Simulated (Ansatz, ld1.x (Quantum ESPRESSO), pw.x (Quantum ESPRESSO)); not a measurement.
## Sc (fcc): variants of one TM potential in the solid

ld1.x (Quantum ESPRESSO) 7.5 input, shortened:

```
&input
   title='Sc', zed=21., rel=1, dft='PBESOL', iswitch=3,
   config='[Ar] 3d1 4s0 4p0'
 /
 &inputp
   pseudotype=2, tm=.true., lloc=0,
   nlcc=.true., new_core_ps=.true.
 /
3
4P  2  1   0.00   0.00  3.00  3.00  0.0
3D  3  2   1.00   0.00  2.40  2.40  0.0
4S  1  0   0.00   0.00  2.95  2.95  0.0
 &test
   configts(1)='3d1 4s0 4p0'
 /
```

Crystal test: fcc Sc in pw.x 7.5, no spin, 12³ k-points, Fermi–Dirac smearing 0.01 Ry, cutoffs set for each file from its atomic test. The reference is all-electron LAPW (Ansatz 0.2.0) with the same functional, mesh and smearing; V0 and B0 come from Birch–Murnaghan fits to the pressures at five volumes. Errors are pseudo minus all-electron; Δ is the rms difference of the E(V) curves that follow from these fits, minima aligned, over ±6 % about the mean V0. Mesh and smearing are coarse, so the numbers serve the comparison and aren't converged zero-temperature values; the lattice is a test structure that the element need not adopt.

All-electron: a0 = 4.566 Å (V0 = 23.79 Å³/atom), B0 = 53.1 GPa.

Base: This is a poor potential for the solid.

2 further variants are left out: they gave no file fit for a test, a broken result, the same result as the base, or pressures whose basis-set error rivals the error shown.

A dash in a converged row means that the minimum lies outside the volumes sampled.

```tsv
change	cutoffs (Ry)	pw.x	a0 (Å)	a0 error (%)	B0 error (%)	Δ (meV/atom)	mean pressure error (GPa)
base	50/200	converged	–	–	–	–	+3.73
wave 3d (bound): rc 2.40 bohr becomes 3d (bound): rc 1.72 bohr	85/340	converged	–	–	–	–	+3.46
wave 4s (bound): rc 2.95 bohr becomes 4s (bound): rc 4.42 bohr	50/200	converged	4.510	-1.23	+23.7	11.1	-2.26
```

Q: Give the row for: core correction Bessel-smoothed model core inside 1.14 bohr.

A: pw.x: converged; mean pressure error (GPa): +3.86.
